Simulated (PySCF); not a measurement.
Breaking a bond: SMILES CN (CH5N). The C1–N5 bond (C1 also carries H, H, H; N5 carries H, H) is stretched with both fragments frozen at the PBE0/def2-TZVP optimised geometry.

Method: CCSD(T) on UHF/cc-pVDZ, 2 core orbitals frozen run with PySCF.

Relative to R = 1.45 Å, what are the energies at R = 1.38, 2.19, 2.40, 3.18 Å?

3.4 kcal/mol at 1.38 Å, 65.2 kcal/mol at 2.19 Å, 81.6 kcal/mol at 2.40 Å, 94.5 kcal/mol at 3.18 Å.

The unrestricted determinant behind UCCSD(T) is spin-contaminated at 1.95 to 5.15 Å (<S²> up to 1.0, against 0.00 for a pure singlet).
